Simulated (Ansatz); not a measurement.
Input for Ansatz (development build ahead of 0.2.0):

```yaml
crystal:
  periodic: [false, false, false]
  atoms:
    - { symbol: O, position_ang: [0.0, 0.0, 0.71085] }
    - { symbol: F, position_ang: [0.0, 0.0, -0.71085] }
basis:
  gaussian: { orbitals: STO-3G }
magnetization:
  initial_magnetization: 1
hamiltonian:
  xc: hf
correlation:
  method: ccsd_t
  frozen_orbitals: { F: 1, O: 1 }
```

The input is written out in the form of the current development build from the run's settings. Correlation on restricted open-shell orbitals is semicanonical, with singles.

Results

```yaml
Converged: yes
Reference_energy: -171.79081 hartree
CCSD_correlation_energy: -0.07458 hartree
Triples_correction: -0.00116 hartree
Total_energy: -171.86655 hartree
Spin_squared_of_the_determinant: 0.750
```
